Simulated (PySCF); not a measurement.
Compound: 1,2,5-thiadiazole, C₂H₂N₂S.
Geometry (PBE0-D3(BJ)/def2-SVP, Å), atoms numbered from 1 in this order:
```xyz
7
C2H2N2S angstrom
C     -0.351   -0.748    0.028
C      0.822    0.066    0.059
N      0.576    1.351   -0.056
S     -1.051    1.523   -0.196
N     -1.465   -0.064   -0.110
H     -0.380   -1.837    0.108
H      1.849   -0.291    0.167
```

Method: TDDFT wB97X-D/def2-SVPD, vertical, gas phase, core orbitals frozen in the response (PySCF 2.14.0, density-fitted response routines).

Kohn–Sham orbitals with the atoms that hold most of them (Löwdin shares over 4%, at most four atoms; ? is withheld):

```
orbital  ε (eV)                           atoms
 HOMO-3  -11.56  N3 24%, N5 24%, S4 15%, C2 14%
 HOMO-2  -11.19  N5 34%, N3 34%, C1 13%, C2 13%
 HOMO-1  -10.73                               ?
   HOMO       ?   S4 45%, C2 18%, C1 18%, N3 8%
   LUMO   -0.01                               ?
 LUMO+1    1.78            S4 76%, N5 9%, N3 9%
 LUMO+2    2.36  S4 39%, C2 18%, C1 18%, H7 11%
```

(1) Which atoms hold the LUMO, and with what shares?

(2) Which atoms hold the HOMO-1, and with what shares?

(3) What is the HOMO energy, and the HOMO–LUMO gap?

Answers

(1) N5 (bonded to C and S) 24%; N3 (bonded to C and S) 24%; S4 (bonded to 2 N) 24%; C1 (bonded to C, N and H) 13%. By element: nitrogen 48%, sulfur 24%, carbon 13% or more.

(2) N5 (bonded to C and S) 41%; N3 (bonded to C and S) 41%; S4 (bonded to 2 N) 7%; C1 (bonded to C, N and H) 5%. By element: nitrogen 81%, sulfur 7%, carbon 5% or more.

(3) ε(HOMO) = -9.84 eV; the gap is 9.83 eV (0.3612 hartree).

Q: How does S1 compare with the orbital gap of 9.83 eV?

A: S1 is at 5.25 eV (f = 0.0000), 4.58 eV below the gap, made of HOMO-1→LUMO (98%). Its leading pair isn't HOMO and LUMO; the energies of that pair differ by 10.72 eV. Without the coupling terms of the response equations the lowest excitation would equal the gap.

Q: Give energy, strength and leading configuration of S1, S2, S4, S5 and S6, and follow the Löwdin shares of the leading atoms from the occupied to the empty orbital.

A: 
- S1 (5.25 eV, f 0.0000), HOMO-1→LUMO (98%): N5 41% → 24%, N3 41% → 24%
- S2 (5.54 eV, f 0.153), HOMO→LUMO (94%): S4 45% → 24%, C2 18% → at most 13%, N5 at most 8% → 24%, N3 8% → 24%
- S4 (6.49 eV, f 0.0000), HOMO→LUMO+1 (92%): S4 45% → 76%, C2 18% → at most 4%, N5 at most 8% → 9%
- S5 (6.79 eV, f 0.021), HOMO-2→LUMO (89%): N5 34% → 24%, N3 34% → 24%
- S6 (7.52 eV, f 0.0021), HOMO-1→LUMO+1 (93%): N5 41% → 9%, N3 41% → 9%, S4 7% → 76%

Löwdin shares depend on the basis, the more so with diffuse functions.
